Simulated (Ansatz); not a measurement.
Two structures, one formula

Two relaxed structures of Al2BH5, singlet (PBE0-D4/def2-TZVP; forces vanish, vibrations not checked).

A:

B1  (-0.695, 1.365, -1.365)
Al2  (0.761, 0.385, -0.203)
Al3  (0.132, -1.541, 1.419)
H4  (-1.027, 0.976, -2.451)
H5  (-1.306, 2.321, -0.968)
H6  (2.294, 0.827, -0.316)
H7  (0.105, -3.065, 0.946)
H8  (-0.266, -1.267, 2.939)
(Å)

B:

```xyz
8
angstrom
B -0.3239 0.5164 -1.3265
Al 1.2351 0.7243 0.1409
Al -0.2965 -1.0582 0.1421
H -1.3797 0.1242 -0.7263
H -0.1002 1.6182 -0.7216
H 2.5341 1.6108 0.0394
H -0.9761 -2.4760 0.0320
H -0.5845 0.7426 -2.4708
```

Computed with Ansatz 0.2.0 (basis: def2-TZVPP); correlated methods freeze the cores. B3LYP uses VWN-RPA correlation.

(1) Which structure is lower at CCSD(T), and by how much? (Judge from chemistry; the value comes from the calculation.)

(2) Do the other methods give the same order? (Judge from chemistry; the calculation decides.)

No T1 diagnostic of these runs exceeds 0.014.

Answers

(1) Computed: B, by 0.738 eV (electronic energy, against the other). By their contacts, A is Al₂BH₅ ([BH2][AlH][AlH2]) and B is Al₂BH₅ ([H]1[AlH]2[AlH]3[H][BH]123).

(2) Computed: Not all: HF gives the other order.

```tsv
method	E(B) − E(A) (eV)
PBE-D4	-1.014
r2SCAN-D4	-0.977
PBE0-D4	-0.929
B3LYP-D4	-0.602
wB97M-V	-0.806
HF	0.143
MP2	-0.868
CCSD	-0.593
CCSD(T)	-0.738
```

Labels in which every atom is bracketed show which atoms are joined, not bond orders.

For scale, one of the runs: CCSD(T)/def2-TZVPP, 185 basis functions, launched by `ansatz run in.yaml --threads 2 --pin off --events-out ev --progress --plain --max-ram 4352MiB`. The run took 16 s on 2 CPU threads of an Intel Xeon Platinum 8488C (shared host), with 1.6 GiB of host memory at its peak.
